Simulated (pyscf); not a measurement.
Optimised with ωB97X-D3(BJ)/def2-SVP in PySCF.

Q: For the elementary gas-phase step •H₂Si–O–SiH₃ + water (H₂O) -> HO–SiH•–O–SiH₃ + hydrogen (H₂) (doublet surface; H–Si, H–O broken, O–Si, H–H formed), what barrier and reaction energy does PBE0-D3(BJ)/def2-TZVP give, measured from the separated reactants?

A: ΔE‡ = 1.26 eV, ΔE = -0.85 eV. ωB97M-D3(BJ)/def2-TZVP gives 1.37 eV and -0.89 eV. Zero-point energy shifts the barrier by -0.02 eV. It is a four-centre exchange, with an imaginary mode of 1395i cm⁻¹. At the saddle there is also a short H–Si contact that neither side keeps. The same reactants have a lower exit, to HO–SiH₂–O–SiH₃ + H• (barrier +0.86 eV at ωB97M-D3(BJ), against +1.37 eV here). This is the saddle that the search found; another between the same sides may lie lower.
